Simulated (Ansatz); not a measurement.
**C2H3O2− (SMILES [O-]C=CO): single points off equilibrium**

Aim: energy, forces and dipole at a frame of a short trajectory, from CCSD(T) and from density functionals.

Program: Ansatz 0.2.0, Gaussian basis. Level of theory: single points in def2-TZVPPD. These are calculated values, not measurements.

Correlated methods freeze the cores.

1 further run of the same task is left out (it didn't finish).

### Step 1. The system as given

SMILES `[O-]C=CO`, 7 atoms, charge -1, spin multiplicity 1.

Atoms are counted from 1 here; the program's logs count them from 0.

Bond lengths: O1–C2 1.285 Å, C2–C3 1.358 Å, C2–H5 1.115 Å, C3–O4 1.423 Å, C3–H6 1.091 Å, O4–H7 0.977 Å. Angles: O1–C2–C3 127.4°, O1–C2–H5 112.9°, C3–C2–H5 119.6°, C2–C3–O4 120.6°, C2–C3–H6 127.0°, O4–C3–H6 111.3°, C3–O4–H7 102.0°.

Coordinates:

```
atom    x (Å)    y (Å)    z (Å)
  O1  -1.4485  -0.7959  -0.4815
  C2  -0.8057   0.2135  -0.0140
  C3   0.5308   0.3118   0.2050
  O4   1.4159  -0.7093  -0.2410
  H5  -1.4655   1.0861   0.2025
  H6   1.0794   1.1980   0.5276
  H7   0.7937  -1.4121  -0.5122
```

### Step 2. PBE-D4/def2-TZVPPD

run/in.yaml reads:

```yaml
crystal:
  periodic: [false, false, false]
  atoms:
    - {symbol: O, position_ang: [-1.448470, -0.795913, -0.481536]}
    - {symbol: C, position_ang: [-0.805673, 0.213459, -0.014014]}
    - {symbol: C, position_ang: [0.530802, 0.311836, 0.204954]}
    - {symbol: O, position_ang: [1.415891, -0.709274, -0.241029]}
    - {symbol: H, position_ang: [-1.465527, 1.086135, 0.202466]}
    - {symbol: H, position_ang: [1.079417, 1.197983, 0.527551]}
    - {symbol: H, position_ang: [0.793698, -1.412114, -0.512212]}
basis:
  gaussian: {orbitals: "def2-TZVPPD.json"}
total_charge: -1
hamiltonian: {xc: pbe, dispersion: d4}
output: {forces: true}
```

The basis file named in the input lies beside it (Basis Set Exchange, JSON).

Started as:

```bash
ansatz run in.yaml --threads 2 --pin off --events-out ev --progress --plain --max-ram 3481MiB
```

### Step 3. r2SCAN-D4/def2-TZVPPD

run/in.yaml: that of step 2 with these lines changed.

```diff
@@ -13,3 +13,3 @@
 total_charge: -1
-hamiltonian: {xc: pbe, dispersion: d4}
+hamiltonian: {xc: r2scan, dispersion: d4}
 output: {forces: true}
```

### Step 4. PBE0-D4/def2-TZVPPD

run/in.yaml: that of step 3 with these lines changed.

```diff
@@ -13,3 +13,3 @@
 total_charge: -1
-hamiltonian: {xc: r2scan, dispersion: d4}
-output: {forces: true}
+hamiltonian: {xc: pbe0, dispersion: d4}
+output: {forces: true, orbitals: {seedname: orbitals}}
```

### Step 5. wB97M-V/def2-TZVPPD

run/in.yaml: that of step 4 with these lines changed.

```diff
@@ -13,3 +13,3 @@
 total_charge: -1
-hamiltonian: {xc: pbe0, dispersion: d4}
-output: {forces: true, orbitals: {seedname: orbitals}}
+hamiltonian: {xc: {name: wB97M-V}}
+output: {forces: true}
```

### Step 6. CCSD(T)/def2-TZVPPD

run/in.yaml: that of step 5 with these lines changed.

```diff
@@ -13,3 +13,3 @@
 total_charge: -1
-hamiltonian: {xc: {name: wB97M-V}}
+correlation: {method: ccsd_t}
 output: {forces: true}
```

(Steps that only read results are left out.)

**Question.** What will these runs give? Wanted: RMS force component; RMS force error; HOMO and LUMO, PBE0-D4; T1 diagnostic.

As calculated:

| quantity | value |
| --- | --- |
| RMS force component | 0.401 to 0.498 eV/Å over the methods |
| RMS force error | PBE-D4 0.208, r2SCAN-D4 0.163, PBE0-D4 0.269, wB97M-V 0.200 eV/Å |
| HOMO and LUMO, PBE0-D4 | 0.64 and 4.33 eV |
| T1 diagnostic | 0.018 |

In words: For forces r2SCAN-D4 does best and PBE0-D4 worst. Frozen-core CCSD(T) forces in triple zeta carry basis errors of their own, and this is one geometry, so small gaps rank nothing.
